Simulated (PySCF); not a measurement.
```xyz
4

C      0.0002     0.0001     0.0000
H      1.0632    -0.2589     0.0020
H     -0.7556    -0.7910    -0.0001
H     -0.3070     1.0501    -0.0019
```

Charge 0, multiplicity 2.

**Question.** Give the Mulliken and meta-Löwdin atomic charges from PBE-D3(BJ)/def2-TZVP // TPSS-D3(BJ)/def2-SVP (PySCF).

**Answer.** 
| atom | Mulliken (e) | meta-Löwdin (e) |
|---|---|---|
| C1 | -0.41 | -0.40 |
| H2 | 0.14 | 0.13 |
| H3 | 0.14 | 0.13 |
| H4 | 0.14 | 0.13 |
